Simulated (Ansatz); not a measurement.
`CCCC` → `CCC` + `[CH2]` (triplet) at 298.15 K and 1 bar (formal loss of a carbene).

Computed with Ansatz on PBE0-D4/def2-TZVP structures; ΔE is electronic, products minus reactants. CCSD(T)/CBS adds triple-zeta CCSD(T) − MP2 to the extrapolated MP2 energy (def2 sets, frozen cores). This one scheme is used for every species. Triplets are unrestricted, without spin–orbit coupling. Each species was taken in one conformer, which may not be the lowest.

| species | CCSD(T)/CBS energy (Eh) | H − E (kJ/mol) | S (J/(mol·K)) |
| --- | --- | --- | --- |
| `CCCC` | -158.24160 | 364.2 | 300.4 |
| `CCC` | -118.98051 | 285.9 | 268.4 |
| `[CH2]` (triplet) | -39.09499 | 55.4 | 195.3 |

H − E and S are ideal-gas, rigid-rotor, harmonic terms from PBE0-D4/def2-TZVP, for one conformer and one mirror image of each species, with the whole ground term of open shells counted as degenerate. 1 Eh = 2625.50 kJ/mol, R = 8.31446 J/(mol·K).

Q: By hand: ΔE, ΔH, ΔS and ΔG.

A: ΔE = (-118.98051) + (-39.09499) − (-158.24160) = 0.16610 Eh = 436.1 kJ/mol. Δ(H − E) = 285.9 + 55.4 − 364.2 = -22.9, so ΔH = 413.2 kJ/mol. ΔS = 268.4 + 195.3 − 300.4 = 163.3 J/(mol·K). ΔG = 413.2 − 298.15 × (163.3)/1000 = 364.5 kJ/mol.

Q: By hand: the equilibrium constant, and the temperature at which ΔG would vanish if ΔH and ΔS stayed fixed.

A: log₁₀ K = −ΔG/(RT ln 10) = -63.9. ΔG = 0 at ΔH/ΔS = 2530 K, far beyond where these terms or the molecules hold.

The number of gas molecules changes by +1, which sets the sign of ΔS. A doubt of 5 kJ/mol in ΔE shifts log₁₀ K by 0.9 here. Other conformers and mirror images would add mixing entropy, several J/(mol·K) or more a flexible species. A triplet takes part, so the spin changes. These are equilibria of isolated gas molecules and say nothing of rates. Largest T1 diagnostic: 0.011 (customary marks: 0.02 for closed shells, 0.045 for open ones).
